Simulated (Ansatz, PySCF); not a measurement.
H₂O, SMILES O.

Geometry: B3LYP-D3(BJ)/def2-TZVPD.

Two levels are set side by side: PBE/def2-TZVPD (Ansatz, a first-principles code) and EOM-CCSD/aug-cc-pVDZ (PySCF). PBE by ΔSCF, the other level by its IP root; same geometry, the bases differ. Differences are taken from unrounded values.

```
quantity                           PBE
-------------------------------  -----
vertical ionisation energy (eV)  12.77
```

Question: These are the PBE values. What does EOM-CCSD give? (Estimate from the structure and the level; the computed values follow.)

Answer: 
| quantity | EOM-CCSD | PBE minus EOM-CCSD |
|---|---|---|
| vertical ionisation energy (eV) | 12.36 | 0.41 |
